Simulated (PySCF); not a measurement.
Species: ClF.
Z-matrix (Å and degrees, PBE0-D3(BJ)/def2-SVP geometry), rows numbered from 1:
```
F 
Cl  1  1.6435
```

Computed with PBE0-D3(BJ)/def2-SVP geometry optimisation, gas phase (PySCF 2.14.0).

Masses are those of the commonest isotopes; rigid-rotor values at the optimised geometry. 

Question: What are the moment of inertia and the rotational constant?

Answer: I = 33.251 u·Å², B = 505379 MHz·u·Å²/I = 15199 MHz (0.5070 cm⁻¹, or 0.729 K as hB/k). For two atoms I = μr² with μ = 12.3103 u and r = 1.6435 Å.

Question: List the first levels of a rigid rotor in a Σ state.

Answer: E(J) = BJ(J+1): J = 1: 1.014, J = 2: 3.042, J = 3: 6.084, J = 4: 10.140, J = 5: 15.210, J = 6: 21.293 cm⁻¹.

Question: Where do the first rotational lines fall?

Answer: The dipole is 1.15 D; J+1 ← J lies at 2B(J+1): 1 ← 0 at 30.40 GHz, 2 ← 1 at 60.80 GHz, 3 ← 2 at 91.19 GHz, 4 ← 3 at 121.59 GHz, 5 ← 4 at 151.99 GHz, 6 ← 5 at 182.39 GHz.

Question: Estimate the classical rotational partition function at 100 K, 200 K and 500 K.

Answer: Point group C∞v, symmetry number σ = 1; q = kT/(σhB), k/h = 20836.6 MHz/K: 137 at 100 K, 274 at 200 K, 685 at 500 K.

Whether it is a minimum is left open (no frequencies). No vibrational averaging or centrifugal distortion is included, and the geometry carries the error of its method.
